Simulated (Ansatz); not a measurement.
```yaml
crystal:
  periodic: [false, false, false]
  atoms:
    - {symbol: Hf, position_ang: [-0.159525, 0.013897, -0.000356]}
    - {symbol: O, position_ang: [1.654520, -0.200076, 0.003947]}
    - {symbol: H, position_ang: [1.986520, 0.714978, 0.000305]}
basis:
  gaussian: {orbitals: def2-TZVP}
magnetization: {spin_polarized: true, initial_magnetization: 3}
hamiltonian: {xc: pbe0}
relax: {f_tol: 0.004, max_steps: 80}
```

```sh
$ ansatz run in.yaml --threads 1 --pin off --events-out ev --progress --plain --max-ram 2176MiB
```

Steps of the relaxation (energy above the last step; positions in Å, forces in eV/Å):

```
3
step 1, 302.6 meV
Hf   -0.160    0.014    0.000   -3.385    0.120   -0.007
O     1.655   -0.200    0.004    2.828   -0.130    0.006
H     1.987    0.715    0.000    0.557    0.010    0.001
```

```
3
step 2, 103.0 meV
Hf   -0.235   -0.008    0.000   -0.729   -0.126   -0.001
O     1.668   -0.182    0.004    0.512    0.574   -0.002
H     2.049    0.718    0.000    0.217   -0.448    0.002
```

```
3
step 3, 55.6 meV
Hf   -0.293   -0.037    0.000    0.253   -0.127    0.001
O     1.654   -0.146    0.004   -0.189    0.714   -0.004
H     2.121    0.712    0.001   -0.064   -0.588    0.003
```

```
3
step 8, 0.0 meV
Hf   -0.361   -0.129    0.000   -0.007   -0.002    0.000
O     1.548    0.031    0.003    0.009    0.006    0.000
H     2.295    0.626    0.001   -0.002   -0.004    0.000
```

```
3
step 9, 0.0 meV
Hf   -0.362   -0.130    0.000    0.006    0.001    0.000
O     1.546    0.034    0.003   -0.007   -0.001    0.000
H     2.297    0.625    0.001    0.001    0.000    0.000
```

```
3
step 10, 0.0 meV
Hf   -0.362   -0.130    0.000    0.000    0.000    0.000
O     1.546    0.035    0.003    0.000    0.000    0.000
H     2.297    0.624    0.001    0.000    0.000    0.000
```

Close pairs at the end: O2–H3 0.955 Å, Hf1–O2 1.915 Å, Hf1–H3 2.764 Å.

A stationary point of unrestricted PBE0 after 10 steps, with ⟨S²⟩ = 3.754 against 3.75 for a pure state; no frequencies were run, so it isn't proven a minimum. 2.3 min on 1 thread of AMD EPYC 7R43, shared host.
